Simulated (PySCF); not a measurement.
## Energy profile

The step: BH₂ClO ([OH][BH][Cl]) → BHO ([BH][O]) + HCl; bonds formed: Cl2–H4; bonds broken: B1–Cl2, O3–H4 (atoms numbered as in the saddle structure below).

```
5
angstrom
B -0.3510 -0.0172 -0.5700
Cl 0.9854 0.8382 1.0705
O -0.4505 -1.1200 0.0045
H 0.3460 -0.4921 0.9029
H -0.5297 0.7911 -1.4079
```

Electronic energies by CCSD(T) at an estimated basis limit (MP2 extrapolated from triple and quadruple zeta, plus CCSD(T) − MP2 in triple zeta), on PBE0-D4/def2-TZVP structures; BH2ClO, singlet; no counterpoise correction. Program: PySCF 2.14 with density fitting (its default auxiliary sets; JK sets also for MP2 and CCSD(T)). Basis: def2-TZVPP and def2-QZVPP. Cores are frozen in the correlated methods. Extrapolation: Hartree–Fock as exp(−7.88 √X), correlation as X^−2.97.

Task: Give the profile in kJ/mol, counted from the start structure. (To be estimated.)

Result: The calculation gives:
```
                                                                           point  kJ/mol
                                                                 start structure     0.0
                                                                          saddle   214.2
                                                                   end structure   122.5
separated: BHO (linked as [BH][O]; B1, O3, H5; singlet) + HCl (Cl2, H4; singlet)   142.8
```

No T1 diagnostic of these runs exceeds 0.020.

For scale, one of the runs: CCSD(T)/def2-TZVPP, 132 basis functions, launched by `OMP_NUM_THREADS=4 python run.py`. The run took 57 s on 4 CPU threads of an Arm Neoverse V1 (shared host), with 0.72 GiB of host memory at its peak.
